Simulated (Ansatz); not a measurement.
# Ag–CH3, singlet: the ladder up to RCCSDT(Q)

Geometry: a PBE0/def2-TZVP stationary point for this spin, not checked as a minimum.

```xyz
5

Ag   -0.2634    0.0019    0.0015
C     1.8227   -0.0133   -0.0102
H     2.1493   -1.0520   -0.0070
H     2.1657    0.5068    0.8827
H     2.1555    0.4980   -0.9121
```

Basis def2-SVP with its core potentials; Ansatz 0.2.0. Correlated methods freeze the noble-gas cores, which leaves 18 electrons in 55 orbitals. Prefix R: restricted or restricted open-shell reference. No spin–orbit coupling is included; scalar relativity enters through the core potentials alone. The metal's outer-core shells are frozen, which leaves out core–valence correlation.

Full CI isn't at hand for all of this; RCCSDT(Q) serves as the reference, and is uncertain by about the last step of the cluster series.

The UHF ⟨S²⟩ is 0.000 and the T1 diagnostic (RCCSD) is 0.0220. The largest doubles amplitude (RCCSD) is 0.057.

**Question.** From what is known of these methods and the diagnostics, rank them by the size of their error in total energy against RCCSDT(Q) in def2-SVP, smallest first (an estimate: the text doesn't fix the numbers).
A. RCCSD
B. RCCSD(T)
C. RMP2
D. CISD
E. RHF

**Answer.** B (0.25 kcal/mol), A (8.41 kcal/mol), C (12.23 kcal/mol), D (33.42 kcal/mol), E (270.68 kcal/mol).

All errors are against RCCSDT(Q) in def2-SVP. Within each family the higher level lies nearer, as is usual though not guaranteed.

Atomization energy (electronic, same basis, no zero-point term; atoms at the same level, unrestricted beside the R rows where the molecule is a closed shell, but restricted open-shell past Ca, as are all atoms' steps beyond CCSDT(Q)) at RCCSDT(Q): 1396.5 kJ/mol. Errors of other levels:

```csv
level,error (kJ/mol)
RHF,-347.6
RMP2,-3.5
CISD,-97.8
RCCSD,-18.5
RCCSD(T),-1.0
RCCSDT,-1.1
```

This basis is far from its limit, so the value isn't to be set against a measured one. Truncated CI isn't size-consistent, which counts against it in atomization.
